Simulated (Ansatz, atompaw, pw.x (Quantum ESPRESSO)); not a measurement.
## hydrogen: does the PAW (atompaw) potential hold in the solid?

H (Z = 1), PAW, made with atompaw 4.2.0.5 (PBEsol, scalar-relativistic). Core none, reference 1s1. Waves: 1s (bound): rc 1.70 bohr; 1s channel at -0.15 Ry: rc 1.70 bohr; 2p channel at 0.1 Ry: rc 1.70 bohr. Local part: bessel scheme, radius 1.15 bohr. Core correction: none. Augmentation charge: sinc compensation charge, radius 1.35 bohr; PAW radius 1.70 bohr; waves and projectors: custom rrkj vanderbiltortho.

Atomic tests: cutoffs needed: 8 Ry and 15 Ry (the cutoffs (Ry, on a coarse ladder) from which the occupation-weighted sum of valence levels, in a spherical-Bessel basis at the reference potential, stays within 10 and 1 mRy of its value at 400 Ry); ghost test: no extra level below or beside the all-electron valence levels (s, p, d, f tested) (spherical-Bessel basis up to 400 Ry, 20 bohr box); lowest eigenvalue of the overlap operator: 0.93 (p channel).

Crystal test: fcc H in pw.x 7.5, no spin, 18³ k-points, Fermi–Dirac smearing 0.01 Ry, cutoffs 40/400 Ry. The reference is all-electron LAPW (Ansatz 0.2.0) with the same functional, mesh and smearing; V0 and B0 come from Birch–Murnaghan fits to the pressures at five volumes. Errors are pseudo minus all-electron; Δ is the rms difference of the E(V) curves that follow from these fits, minima aligned, over ±6 % about the mean V0. Mesh and smearing are coarse, so the numbers serve the comparison and aren't converged zero-temperature values; the lattice is a test structure that the element need not adopt.

```
V (Å³/atom)  P all-electron (GPa)  P pseudo (GPa)
      2.771                  6.23            6.44
      2.844                  2.90            3.08
      2.917                 -0.10            0.07
      2.990                 -2.80           -2.65
      3.063                 -5.23           -5.09
```

All-electron: a0 = 2.267 Å (V0 = 2.91 Å³/atom), B0 = 114.1 GPa.

Pseudopotential: mean pressure error (GPa): +0.17; a0 (Å): 2.269; a0 error (%): +0.05; B0 error (%): +0.1; Δ (meV/atom): 0.1. The largest radius (1.70 bohr) exceeds half the bond length (1.52 bohr), so the spheres overlap, which is one possible source of error among others.

Task: At the middle volume, how do free energy and pressure move when the wave cutoff is lowered (ecutrho held at 400 Ry)?

Result:

```csv
cutoff (Ry),shift of F (meV/atom),shift of P (GPa)
18,+1.0,-0.33
24,+0.3,-0.03
32,+0.1,-0.03
```

Input at the middle volume:

```
&control
  calculation='scf', prefix='x', pseudo_dir='./', outdir='./tmp', tstress=.true., disk_io='none'
/
&system
  ibrav=0, nat=1, ntyp=1, ecutwfc=40, ecutrho=400, nbnd=7,
  occupations='smearing', smearing='fd', degauss=0.01
/
&electrons
  conv_thr=1e-09, mixing_beta=0.4, electron_maxstep=70
/
ATOMIC_SPECIES
H 1.0 H.UPF
CELL_PARAMETERS angstrom
  0.00000000 1.13405855 1.13405855
  1.13405855 0.00000000 1.13405855
  1.13405855 1.13405855 0.00000000
ATOMIC_POSITIONS crystal
H 0.0000 0.0000 0.0000
K_POINTS automatic
18 18 18 0 0 0
```

```bash
pw.x < H.scf.in > H.scf.out
```

Lines of the output:

```
Message from routine setup:
     using ibrav=0 with symmetry is DISCOURAGED, use correct ibrav instead
     lattice parameter (alat)  =       3.0307  a.u.
     unit-cell volume          =      19.6849 (a.u.)^3
     number of electrons       =         1.00
     number of Kohn-Sham states=            7
     kinetic-energy cutoff     =      40.0000  Ry
     charge density cutoff     =     400.0000  Ry
     scf convergence threshold =      1.0E-09
     Exchange-correlation= SLA PW PSX PSC
     number of k points=   195  Fermi-Dirac smearing, width (Ry)=  0.0100
     iteration #  1     ecut=    40.00 Ry     beta= 0.40
     total energy              =      -1.07165232 Ry
     estimated scf accuracy    <       0.00000538 Ry
     iteration #  2     ecut=    40.00 Ry     beta= 0.40
     total energy              =      -1.07151062 Ry
     estimated scf accuracy    <       0.00000193 Ry
     iteration #  3     ecut=    40.00 Ry     beta= 0.40
     total energy              =      -1.07151101 Ry
     estimated scf accuracy    <       0.00000002 Ry
     iteration #  4     ecut=    40.00 Ry     beta= 0.40
     the Fermi energy is     4.0727 ev
!    total energy              =      -1.07151101 Ry
     estimated scf accuracy    <          6.1E-11 Ry
     smearing contrib. (-TS)   =      -0.00044608 Ry
     convergence has been achieved in   4 iterations
          total   stress  (Ry/bohr**3)                   (kbar)     P=        0.66
     Message from routine punch:
     Nothing written, as per user request (disk_io='none')
```

The run at the middle volume (195 k-points, 4 iterations) took about 1.5 s on one core of a shared host (Intel(R) Xeon(R) 6975P-C, 192 threads, 1512 GiB, load 88).
